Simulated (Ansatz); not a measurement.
**A barrier at the coupled-cluster level**

Start structure (CH$_{4}$Cl, doublet), relaxed at PBE0-D4/def2-TZVP:

```
6
angstrom
H -0.4429 0.3668 0.5677
C 0.4502 0.4774 -0.0432
Cl 0.6149 -0.9583 -1.0702
H -2.3182 -1.7954 0.6387
H 0.3641 1.3536 -0.6815
H 1.3318 0.5559 0.5886
```

The step: CH₃Cl ([CH3][Cl]) + H → CH₂Cl ([CH2][Cl]) + H₂; bonds formed: H1–H4; bonds broken: H1–C2. Ansatz 0.2.0; basis: def2-TZVPP and def2-QZVPP; cores frozen in the correlated methods; orbitals are unrestricted. Extrapolation: Hartree–Fock as exp(−7.88 √X), correlation as X^−2.97. Energies below are by CCSD(T) at an estimated basis limit (MP2 extrapolated from triple and quadruple zeta, plus CCSD(T) − MP2 in triple zeta).

Task: What are the electronic barrier and the energy of the step, from the start structure to the end structure? (Judge from chemistry; the value comes from the calculation.)

Result: Computed: Barrier 0.562 eV; step energy -0.113 eV (downhill); reverse barrier, their difference, 0.675 eV. Barrier and step energy count from the start structure, the reverse barrier from the end structure.

The saddle point: One imaginary mode of 1301i cm⁻¹.
```tsv
pair	start (Å)	saddle (Å)	end (Å)
H1–H4	2.86	0.93	0.75
H1–C2	1.09	1.35	3.19
```

Zero-point energy (harmonic, PBE0-D4): ZPE is 1.040 eV at the start and 0.962 eV at the saddle, so the barrier goes from 0.562 to 0.484 eV.

T1 diagnostic: at most 0.015. ⟨S²⟩ of the unrestricted Hartree–Fock references: 0.75 to 0.79 (a pure state has 0.75).

Labels in which every atom is bracketed show which atoms are joined, not bond orders.

For scale, one of the runs: CCSD(T)/def2-TZVPP, 129 basis functions, launched by `ansatz run in.yaml --threads 2 --pin off --events-out ev --progress --plain --max-ram 4352MiB`. Time: 26 s of wall clock on 2 CPU threads of an Intel Xeon Platinum 8488C; the host was shared. Peak host memory: 1.3 GiB.
